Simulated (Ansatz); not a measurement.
# C2H6S (built from SMILES CCS): a barrier at many levels of theory

How high is the barrier of this step (S1–H8 formed, S1–C2 broken, C5–H8 broken), and how far do cheaper methods land from CCSD(T)?

Method: single points in def2-TZVPP on PBE0-D4/def2-TZVP structures; program: Ansatz 0.2.0, Gaussian basis.

Levels: SPW92, PBE-D4, BLYP-D4, r2SCAN-D4, B97M-V, PBE0-D4, B3LYP-D4, r2SCAN0-D4, BHLYP-D4, CAM-B3LYP-D4, wB97X-V, wB97M-V, B2PLYP, PBE-QIDH, RPA on PBE, Hartree-Fock, MP2, CCSD, CCSD(T). The reference is CCSD(T) at the basis limit, from triple and quadruple zeta. Zero-point energies come from PBE0-D4 vibrations.

Correlated methods freeze the cores. B3LYP uses VWN-RPA correlation. B2PLYP carries no dispersion term here.

43 further runs of the same task are left out: 1 that didn't finish, 42 set aside as unsound or not needed.

**1. Start, saddle and end, as given**

Charge 0, multiplicity 1. The folders r, ts and p hold the start, the saddle and the end; their coordinates stand in the first inputs.

| pair | r (Å) | ts (Å) | p (Å) |
| --- | --- | --- | --- |
| S1–H8 | 2.913 | 1.709 | 1.345 |
| S1–C2 | 1.817 | 2.566 | 4.006 |
| C5–H8 | 1.092 | 1.298 | 2.687 |

**2. SPW92/def2-TZVPP**

File r/in.yaml:

```yaml
crystal:
  periodic: [false, false, false]
  atoms:
    - {symbol: S, position_ang: [-1.699670, -0.309723, -0.517835]}
    - {symbol: C, position_ang: [0.046446, -0.496471, -0.051602]}
    - {symbol: H, position_ang: [0.593073, -0.943249, -0.883658]}
    - {symbol: H, position_ang: [0.117562, -1.163660, 0.808938]}
    - {symbol: C, position_ang: [0.611999, 0.868641, 0.285089]}
    - {symbol: H, position_ang: [1.663013, 0.782298, 0.569582]}
    - {symbol: H, position_ang: [0.071556, 1.324316, 1.117750]}
    - {symbol: H, position_ang: [0.546609, 1.543999, -0.570869]}
    - {symbol: H, position_ang: [-1.950586, -1.606151, -0.757495]}
basis:
  gaussian: {orbitals: def2-TZVPP}
hamiltonian: {xc: lda}
```

File ts/in.yaml:

```yaml
crystal:
  periodic: [false, false, false]
  atoms:
    - {symbol: S, position_ang: [-1.473705, -0.406394, -0.891980]}
    - {symbol: C, position_ang: [0.665157, -0.640907, 0.505501]}
    - {symbol: H, position_ang: [1.183960, -1.296080, -0.182115]}
    - {symbol: H, position_ang: [0.196244, -1.105398, 1.363201]}
    - {symbol: C, position_ang: [0.662843, 0.740614, 0.333280]}
    - {symbol: H, position_ang: [1.393799, 1.164322, -0.350891]}
    - {symbol: H, position_ang: [0.406503, 1.355559, 1.192436]}
    - {symbol: H, position_ang: [-0.421625, 0.835983, -0.373468]}
    - {symbol: H, position_ang: [-2.613175, -0.647698, -1.596064]}
basis:
  gaussian: {orbitals: def2-TZVPP}
hamiltonian: {xc: lda}
```

File p/in.yaml:

```yaml
crystal:
  periodic: [false, false, false]
  atoms:
    - {symbol: S, position_ang: [-2.589658, -0.233236, -0.983249]}
    - {symbol: C, position_ang: [1.063595, -0.563234, 0.627292]}
    - {symbol: H, position_ang: [1.525577, -1.116968, -0.183029]}
    - {symbol: H, position_ang: [0.697621, -1.144589, 1.466783]}
    - {symbol: C, position_ang: [0.954451, 0.756245, 0.594467]}
    - {symbol: H, position_ang: [1.322461, 1.337637, -0.244113]}
    - {symbol: H, position_ang: [0.494564, 1.310356, 1.405722]}
    - {symbol: H, position_ang: [-1.360353, -0.122062, -0.448821]}
    - {symbol: H, position_ang: [-2.108257, -0.224148, -2.235153]}
basis:
  gaussian: {orbitals: def2-TZVPP}
hamiltonian: {xc: lda}
```

The same command starts each run, in its folder.

Launch:

```
ansatz run in.yaml --threads 2 --pin off --events-out ev --progress --plain --max-ram 4352MiB
```

After this run come: PBE-D4/def2-TZVPP; BLYP-D4/def2-TZVPP; r2SCAN-D4/def2-TZVPP; B97M-V/def2-TZVPP; PBE0-D4/def2-TZVPP; B3LYP-D4/def2-TZVPP; r2SCAN0-D4/def2-TZVPP; BHLYP-D4/def2-TZVPP; CAM-B3LYP-D4/def2-TZVPP; wB97X-V/def2-TZVPP; wB97M-V/def2-TZVPP; B2PLYP/def2-TZVPP; PBE-QIDH/def2-TZVPP; RPA on PBE/def2-TZVPP; CCSD(T)/def2-TZVPP; MP2/def2-QZVPP; Vibrations of the start structure; Vibrations of the end structure.

**Question.** What will these runs give? Wanted: barrier, CCSD(T)/CBS; reverse barrier, CCSD(T)/CBS; step energy, CCSD(T)/CBS; barrier with zero-point energy; step energy with zero-point energy; imaginary mode at the saddle; largest T1 diagnostic.

As calculated:

| quantity | value |
| --- | --- |
| barrier, CCSD(T)/CBS | 3.073 eV |
| reverse barrier, CCSD(T)/CBS | 2.153 eV |
| step energy, CCSD(T)/CBS | +0.920 eV |
| barrier with zero-point energy | 2.857 eV |
| step energy with zero-point energy | +0.720 eV |
| imaginary mode at the saddle | 1108i cm⁻¹ |
| largest T1 diagnostic | 0.026 |

In words: The functionals run from PBE0-D4, off by -0.015 eV, to BLYP-D4, off by -0.499 eV, against CCSD(T)/CBS. By rung, the mean size of the error is: LDA 0.409, GGA 0.449, meta-GGA 0.164, hybrid 0.129, range-separated hybrid 0.179, double hybrid 0.142 eV. PBE-D4 gives a barrier 0.398 eV too low, outside chemical accuracy (1 kcal/mol, 0.043 eV). Every functional without exact exchange puts the barrier too low, the usual mark of self-interaction error, which favours the spread-out density of a saddle. The barrier rises with the share of exact exchange, from BLYP-D4 through B3LYP-D4 to BHLYP-D4 (-0.499, -0.176, +0.245 eV). Hartree-Fock, with no correlation, is off by +0.729 eV. Zero-point motion lowers the barrier by 0.217 eV. The T1 diagnostic is large here, over the usual mark for main-group molecules (transition-metal compounds often pass it harmlessly), so CCSD(T) itself may be off. The restricted Hartree–Fock reference is unstable towards an unrestricted one at one or more of these structures.
